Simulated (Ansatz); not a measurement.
Energy needed to pull apart CH$_{2}$BN (SMILES B1=CN1), singlet, into free ground-state atoms, from the structure below (displaced at random from a GFN2-xTB minimum); no zero-point or spin–orbit terms; open-shell atoms are treated unrestricted, in their ground-state multiplicity.

```
5
angstrom
B -0.8090 1.2117 -0.4109
C -0.5026 -0.2261 -0.0040
N 0.4662 0.2044 0.0903
H -0.5005 -1.2557 -0.0335
H 1.3034 0.2195 0.3672
```

Computed with Ansatz 0.2.0 (basis: def2-TZVPP); correlated methods freeze the cores.

| method | atomization energy (eV) |
| --- | --- |
| PBE-D4 | ? |
| r2SCAN-D4 | 14.70 |
| PBE0-D4 | 14.96 |
| CAM-B3LYP-D4 | 14.91 |
| wB97X-V | 14.71 |
| wB97M-V | ? |
| HF | 8.46 |
| MP2 | 14.33 |
| CCSD | 13.45 |
| CCSD(T) | 13.83 |

(1) What does wB97M-V give? (To be estimated.)

(2) What does PBE-D4 give? (To be estimated.)

The T1 diagnostic stays at or below 0.014. The restricted Hartree–Fock reference is unstable towards an unrestricted one here.

Results:

(1) By the calculation: 14.95 eV, which is about 1.12 eV more than CCSD(T)/def2-TZVPP.

(2) The calculation gives: 15.48 eV, which is about 1.64 eV more than CCSD(T)/def2-TZVPP.

In triple zeta the MP2 and coupled-cluster atomization energies are still short of their basis limit by a few kcal/mol a bond, whereas those of the functionals are nearly converged, so these differences are not deviations from converged CCSD(T).

For scale, one of the runs: CCSD(T)/def2-TZVPP forces, 121 basis functions (an equivalent command: `ansatz run in.yaml --threads 4`). Hardware: 4 CPU threads, shared host. Wall time 12 s; peak host memory 0.94 GiB.
